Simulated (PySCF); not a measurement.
**CF₄, singlet: computed properties**

These are results of B3LYP in PySCF with C def2-SVP, F def2-SVP; no relativity; density-fitted integrals, not measurements.

The structure is a minimum.

```
Point group                                                                   : Td
Bond lengths                                                                  : C–F 1.323 Å (×4)
Bond angles                                                                   : F–C–F 109.5° (×6)
Rotational constants                                                          : 0.1901, 0.1901, 0.1901 cm⁻¹
Lowest empty level                                                            : 4.67 eV
Heat capacity Cp at 298.15 K                                                  : 60.9 J/(mol K)
Principal polarisabilities                                                    : 12.3, 12.3, 12.3 bohr³
Zero-point energy                                                             : 45.4 kJ/mol
Dipole moment                                                                 : 0.00 D
Principal quadrupole moments (Buckingham, traceless) about the centre of mass : 0.00, 0.00, 0.00 D Å
Rotational symmetry number                                                    : 12
Entropy at 298.15 K and 1 bar                                                 : 261.4 J/(mol K)
Atomisation energy without zero-point energy                                  : 2040 kJ/mol
Highest occupied level                                                        : -12.00 eV
Enthalpy at 298.15 K above 0 K                                                : 12.72 kJ/mol
```

Harmonic modes (masses in u: C 12.000, F 18.998):
```tsv
symmetry	ω (cm⁻¹)	IR (km/mol, summed over degenerate members)	μ (u)
e	436	0.0	19.00
t2	630	14.8	18.21
a1	917	0.0	19.00
t2	1305	1305	13.01
```

In Td the vibrations span e + 2t2 + a1. The a1, e modes carry no infrared intensity, as symmetry demands.

Charges (e):
```json
{"atom": "C1", "Mulliken": "0.56", "Löwdin": "0.14", "polar tensor": "2.12", "Mayer order to C1": "–"}
{"atom": "F2,3,4,5", "Mulliken": "-0.14", "Löwdin": "-0.03", "polar tensor": "-0.53", "Mayer order to C1": "1.17"}
```

Mulliken populations on C1: s 2.88, p 2.32, d 0.24.

Counting electrons, carbon keeps none of its valence electrons outside its bonds, so the VSEPR class is AX4 and the expected shape is tetrahedral (Td), as computed.

The final relaxation and frequency run took 16 s on 2 threads of a shared Arm Neoverse N1 host, with 70 basis functions and 6 gradients; the process peaked at 0.99 GiB. Launch command: `OMP_NUM_THREADS=2 python axn.py task.json out`.
